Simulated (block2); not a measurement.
# N2H (dinitrogen monohydride): DMRG/ANO-RCC-MB (3 roots, start occupation bias 0.3)

Wanted: the vertical excitations of N2H (dinitrogen monohydride). Input form: a Python script.

The results are computed with block2 0.5.4.

2 further runs of the same task are left out: 2 set aside as unsound or not needed.

## Step 1: The structure to begin with

The species is N2H (3 atoms), meant as a doublet with charge 0. SMILES: `[N]=N`. The coordinates come from a GFN2-xTB relaxation.

Bond lengths: N1–N2 1.164 Å, N2–H3 1.037 Å. Angles: N1–N2–H3 124.8°.

## Step 2: The excited states at DMRG/ANO-RCC-MB (3 roots, start occupation bias 0.3)

Contents of mol.xyz:

```xyz
3
HN2
N      0.715210    -0.640440     0.325220
N     -0.243160    -0.185380    -0.152740
H     -0.472040     0.825820    -0.172480
```

Contents of run_dmrg.py:

```python
import numpy as np
from pyscf import gto, lo, mcscf, scf
from pyblock2._pyscf.ao2mo import integrals as itg
from pyblock2.driver.core import DMRGDriver, SymmetryTypes

geom = "mol.xyz"
mol = gto.M(
    atom=geom,
    basis="ano-rcc-mb",
    charge=0,
    spin=1,
    verbose=3,
    max_memory=2000,
)
print("basis functions                = %d" % (mol.nao))
mf = scf.ROHF(mol)
mf.conv_tol = 1e-10
mf.max_cycle = 200
mf.kernel()
if not mf.converged:
    mf = mf.newton().run(mf.mo_coeff, mf.mo_occ)
print(f"SCF energy                     = {mf.e_tot:.10f}")
# split localisation
mo = mf.mo_coeff.copy()
for a, b in ((2, 7), (8, 11)):
    if b - a > 1:
        mo[:, a:b] = lo.Boys(mol, mo[:, a:b]).kernel()
mf.mo_coeff = mo
ncas, n_elec, spin, ecore, h1e, g2e, orb_sym = itg.get_rhf_integrals(mf, ncore=2, ncas=9, pg_symm=False, g2e_symm=1)
dmrg = DMRGDriver(scratch="./tmp", symm_type=SymmetryTypes.SU2, stack_mem=1500 << 20, n_threads=1)
# order the orbitals along the chain
idx = dmrg.orbital_reordering(h1e, g2e, method="fiedler")
print("orbital order:", idx.tolist())
h1e = h1e[np.ix_(idx, idx)]
g2e = g2e[np.ix_(idx, idx, idx, idx)]
orb_sym = np.array(orb_sym)[idx]
dmrg.initialize_system(n_sites=ncas, n_elec=n_elec, spin=spin, orb_sym=orb_sym)
mpo = dmrg.get_qc_mpo(h1e=h1e, g2e=g2e, ecore=ecore, iprint=0)
occs = np.array([1.7] * 5 + [1.0] * 1 + [0.3] * 3)[idx]
psi = dmrg.get_random_mps(tag="GS", bond_dim=50, nroots=3, occs=occs)
bond_dims = [50] * 4 + [75] * 3 + [100] * 2
noises = [0.0001] * 4 + [0.0001] * 3 + [1e-05] * 2 + [0]
thrds = [1e-09] * 9
e = dmrg.dmrg(mpo, psi, n_sweeps=15, tol=1e-06, bond_dims=bond_dims, noises=noises, thrds=thrds, iprint=1)
ms, dws, es = dmrg.get_dmrg_results()
print("max discarded weight           = %.3e" % (dws[-1]))
print("state energies                 =", np.round(e, 9).tolist())
print("excitation energies / eV       =", np.round((np.array(e[1:]) - e[0]) * 27.211386, 4).tolist())
psi = dmrg.split_mps(psi, 0, "GS0")
print(f"E(final)                       = {e[0]:.10f}")
# FCI check
ci = mcscf.CASCI(mf, 9, (6, 5))
ci.fix_spin_(ss=0.75)
ci.fcisolver.conv_tol = 1e-10
ci.fcisolver.max_cycle = 200
ci.kernel()
print(f"E(FCI)                         = {ci.e_tot:.10f}")
```

Command:

```
python run_dmrg.py
```

Log:

```text
basis functions                = 11
converged SCF energy = -109.264263728906
SCF energy                     = -109.2642637289
orbital order: [7, 1, 2, 5, 0, 4, 8, 6, 3]

Sweep =    0 | Direction =  forward | Bond dimension =   50 | Noise =  1.00e-04 | Dav threshold =  1.00e-09
Time elapsed =      0.596 | E[  3] =    -109.3794712506   -109.3023961523   -109.1318512929 | DW = 1.30258e-04

Sweep =    1 | Direction = backward | Bond dimension =   50 | Noise =  1.00e-04 | Dav threshold =  1.00e-09
Time elapsed =      1.256 | E[  3] =    -109.3976838730   -109.3301149935   -109.1460796677 | DE = -1.42e-02 | DW = 4.25599e-04

Sweep =    2 | Direction =  forward | Bond dimension =   50 | Noise =  1.00e-04 | Dav threshold =  1.00e-09
Time elapsed =      1.801 | E[  3] =    -109.3977611422   -109.3319660478   -109.1464004267 | DE = -3.21e-04 | DW = 9.45079e-04

Sweep =    3 | Direction = backward | Bond dimension =   50 | Noise =  1.00e-04 | Dav threshold =  1.00e-09
Time elapsed =      2.342 | E[  3] =    -109.3977611422   -109.3319660478   -109.1464004266 | DE = 1.24e-10 | DW = 4.40321e-04

Sweep =    4 | Direction =  forward | Bond dimension =   75 | Noise =  1.00e-04 | Dav threshold =  1.00e-09
Time elapsed =      3.042 | E[  3] =    -109.3979626114   -109.3322450053   -109.1469788247 | DE = -5.78e-04 | DW = 2.41538e-04

Sweep =    5 | Direction = backward | Bond dimension =   75 | Noise =  1.00e-04 | Dav threshold =  1.00e-09
Time elapsed =      3.814 | E[  3] =    -109.3979626116   -109.3322450053   -109.1469788243 | DE = 4.28e-10 | DW = 7.84021e-05

Sweep =    6 | Direction =  forward | Bond dimension =   75 | Noise =  1.00e-04 | Dav threshold =  1.00e-09
Time elapsed =      4.604 | E[  3] =    -109.3979640382   -109.3322530046   -109.1469761938 | DE = 2.63e-06 | DW = 2.46708e-04

Sweep =    7 | Direction = backward | Bond dimension =  100 | Noise =  1.00e-05 | Dav threshold =  1.00e-09
Time elapsed =      5.530 | E[  3] =    -109.3980283402   -109.3323565134   -109.1470663039 | DE = -9.01e-05 | DW = 2.60593e-05

Sweep =    8 | Direction =  forward | Bond dimension =  100 | Noise =  1.00e-05 | Dav threshold =  1.00e-09
Time elapsed =      6.471 | E[  3] =    -109.3980283402   -109.3323565134   -109.1470663034 | DE = 4.96e-10 | DW = 8.09838e-05

Sweep =    9 | Direction = backward | Bond dimension =  100 | Noise =  0.00e+00 | Dav threshold =  1.00e-07
Time elapsed =      7.083 | E[  3] =    -109.3980286999   -109.3323555815   -109.1470694789 | DE = -3.18e-06 | DW = 2.55643e-05

Sweep =   10 | Direction =  forward | Bond dimension =  100 | Noise =  0.00e+00 | Dav threshold =  1.00e-07
Time elapsed =      7.759 | E[  3] =    -109.3980286993   -109.3323555771   -109.1470694067 | DE = 7.22e-08 | DW = 7.98010e-05

max discarded weight           = 7.980e-05
state energies                 = [-109.398028699, -109.332355577, -109.147069407]
excitation energies / eV       = [1.7871, 6.829]
E(final)                       = -109.3980286993
CASCI E = -109.398033354435  E(CI) = -35.2121308605518  S^2 = 0.7500000
E(FCI)                         = -109.3980333544
```

Wall time 9.6 s (1 thread of Arm Neoverse V1, shared host); peak memory 0.26 GiB.

The roots found:

```tsv
excited state	energy (eV)
1	1.787
2	6.829
```

## Step 3: Outcome

Level: DMRG/ANO-RCC-MB (3 roots, start occupation bias 0.3), 2 core orbitals frozen.

| quantity | value |
| --- | --- |
| energy of the lowest of 3 roots | -109.39803 Eh |
| lowest excitation energy within this active space | 1.79 eV |

What this shows: Excitation energies in a minimal basis are rough. The basis was made for a relativistic Hamiltonian, but the run is non-relativistic.
